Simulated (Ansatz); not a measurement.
Mulliken charges of `FCC(F)F` from PBE/def2-TZVPP in Ansatz (PBE0-D4/def2-TZVP geometry).

| atom | x (Å) | y (Å) | z (Å) | charge (e) |
| --- | --- | --- | --- | --- |
| F1 | -1.143 | -0.681 | 1.163 | -0.192 |
| C2 | -0.188 | 0.195 | 0.712 | 0.060 |
| C3 | 0.173 | -0.152 | -0.711 | 0.234 |
| F4 | 0.824 | -1.336 | -0.756 | -0.158 |
| F5 | 1.012 | 0.804 | -1.182 | -0.165 |
| H6 | 0.702 | 0.119 | 1.342 | 0.085 |
| H7 | -0.589 | 1.211 | 0.747 | 0.077 |
| H8 | -0.699 | -0.217 | -1.371 | 0.059 |

Task: By hand: the dipole of these point charges (1 e Å = 4.8032 D).

Result: Σ q r = (-0.075, 0.276, 0.058) e Å, of length 0.292 e Å = 1.40 D.

Task: How does the dipole of the full density compare? (Estimate.)

Result: The calculation gave: (-0.112, 0.262, 0.043) e Å, 1.38 D; the point charges give 1.01 times that, at 8° from its direction.

Point charges leave out the atoms' own dipoles, such as those of lone pairs, and Mulliken's split depends on the basis, so the close match here is no proof of good charges.
